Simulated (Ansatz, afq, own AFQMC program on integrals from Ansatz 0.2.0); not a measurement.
Two steps: Ansatz 0.2.0 writes the Fock matrix and Cholesky factors of the valence space, and afq projects on them the lowest state that overlaps trial and start.

```yaml
crystal:
  periodic: [false, false, false]
  atoms:
    - {symbol: Ge, position_ang: [0.000000, -0.037540, 0.321995]}
    - {symbol: O, position_ang: [0.000000, 0.086176, -1.528961]}
    - {symbol: H, position_ang: [0.000000, 1.337542, 1.064259]}
basis:
  gaussian: {orbitals: cc-pVDZ}
magnetization: {spin_polarized: true, initial_magnetization: 3}
correlation: {method: ccsd_t, electrons: outside_noble_gas, hamiltonian_folder: ham}
```

```sh
$ ansatz run in.yaml --threads 1 --pin off --events-out ev --progress --plain --max-ram 1382MiB
```

Options of the walk:

```
--method free --trial cisd --walkers 60 --time-step 0.03 --max-blocks 80 --target-error 0.0004 --factor-cut 1e-05 --seed 5066 --times 0,0.21,0.42,0.81,1.2,1.8,2.4,3 --taylor-order 8
```

Times are imaginary, in 1/Eh. The walk had a cap of 766 s. Filled inner d shells are frozen with the cores.

afq prints:

```
orbitals 31  electrons 7 4  factors 235 of 500
reference energy -2150.67143636 Eh
CCSD correlation -0.22602458 Eh in 15 cycles, weight of the determinant in the CISD state 0.9006
repeat  energy at the last time / Eh  error
    10  -2150.902061  0.001266
    20  -2150.903489  0.000905
    30  -2150.904304  0.000762
    40  -2150.904120  0.000647
    50  -2150.903908  0.000562
    60  -2150.903847  0.000503
    70  -2150.904075  0.000486
    80  -2150.903858  0.000457
time / (1/Eh)  energy / Eh  error  mean overlap
  0.00  -2150.897253  0.000171  1.1086
  0.21  -2150.900317  0.000177  1.1095
  0.42  -2150.901615  0.000214  1.1127
  0.81  -2150.902620  0.000225  1.1164
  1.20  -2150.903123  0.000220  1.1312
  1.80  -2150.903801  0.000361  1.1445
  2.40  -2150.903732  0.000461  1.1574
  3.00  -2150.903858  0.000457  1.1606
energy -2150.903858 +/- 0.000457 Eh
```

The run passed its tests (error under three times the target), which doesn't prove that it has relaxed.

Against this walk (error 12.4 meV) on the same determinant: CCSD(T) 30.3 meV higher, CCSDT(Q) 15.3 meV lower (within the noise). The error is statistical, and a free projection of finite length keeps a remainder of its start.

Cautions: remainder of the start not in the error; error above the target (12.4 against 10.9 meV); no relativity below Rb; no spin-orbit coupling; inner d shell frozen; lower spins were not checked.

The walk took 2.2 min on 1 thread of Arm Neoverse V2, on a shared host. The log's last line is the free-projection energy.

CCSDT and higher add their correlation energy to the determinant of the CCSD(T) run, since their own runs factorise the integrals more tightly (a shift of under 2 meV). A walk keeps the symmetry of its determinant, which the program's search chose and which needn't be the lowest solution, so a lower state of the same spin and another symmetry isn't excluded.
